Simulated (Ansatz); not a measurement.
# [CH3···H···OH], doublet along the distance C1-H5

Starting geometry:

| atom | x (Å) | y (Å) | z (Å) |
| --- | --- | --- | --- |
| C | -1.2118 | 0.0287 | 0.0000 |
| H | -1.5750 | 1.0560 | 0.0000 |
| H | -1.5750 | -0.4850 | 0.8897 |
| H | -1.5750 | -0.4850 | -0.8897 |
| H | -0.1222 | 0.0287 | 0.0000 |
| O | 1.1282 | 0.0287 | 0.0000 |
| H | 1.3800 | -0.9113 | 0.0000 |

From there H5 is moved from one fragment to the other while all else, the fragments' distance too, stays fixed; atoms are numbered as listed. Energies are in kJ/mol, counted from the starting geometry at the same level.

Basis cc-pVDZ; Ansatz 0.2.0. Correlated methods freeze the noble-gas cores. R marks a restricted (for open shells ROHF) determinant, U an unrestricted one.

Full CI isn't at hand for all of this; UCCSDT(Q) serves as the reference, and is uncertain by about the last step of the cluster series. The frozen core follows each run's orbitals, which can shift R against U totals by a few meV.

```json
{"distance C1-H5 (Å)": "1.090", "UCCSDT(Q)": "0.0", "error UHF": "0.0", "error RMP2": "0.0", "error UMP2": "0.0", "error UCCSD": "0.0", "error BCCD(T)": "0.0", "error UCCSDT": "0.0"}
{"distance C1-H5 (Å)": "1.127", "UCCSDT(Q)": "-4.1", "error UHF": "8.1", "error RMP2": "-3.3", "error UMP2": "-1.2", "error UCCSD": "0.7", "error BCCD(T)": "0.1", "error UCCSDT": "0.1"}
{"distance C1-H5 (Å)": "1.201", "UCCSDT(Q)": "-9.7", "error UHF": "19.8", "error RMP2": "-20.0", "error UMP2": "-6.0", "error UCCSD": "1.5", "error BCCD(T)": "0.3", "error UCCSDT": "0.3"}
{"distance C1-H5 (Å)": "1.276", "UCCSDT(Q)": "-15.4", "error UHF": "20.9", "error RMP2": "-18.9", "error UMP2": "-11.1", "error UCCSD": "1.2", "error BCCD(T)": "0.3", "error UCCSDT": "0.4"}
{"distance C1-H5 (Å)": "1.350", "UCCSDT(Q)": "-17.7", "error UHF": "12.9", "error RMP2": "-15.2", "error UMP2": "-13.8", "error UCCSD": "0.0", "error BCCD(T)": "0.1", "error UCCSDT": "0.2"}
```

Errors are those of relative energies. In total energy the starting point itself misses UCCSDT(Q) by: UHF 993.1, RMP2 117.2, UMP2 118.7, UCCSD 23.5, BCCD(T) 3.5, UCCSDT 1.6 kJ/mol.

Spread of the error over the points with a reference, to 1.350 Å (largest less smallest): BCCD(T) 0.3, UCCSDT 0.4, UCCSD 1.5, UMP2 13.8, RMP2 20.0, UHF 20.9 kJ/mol.
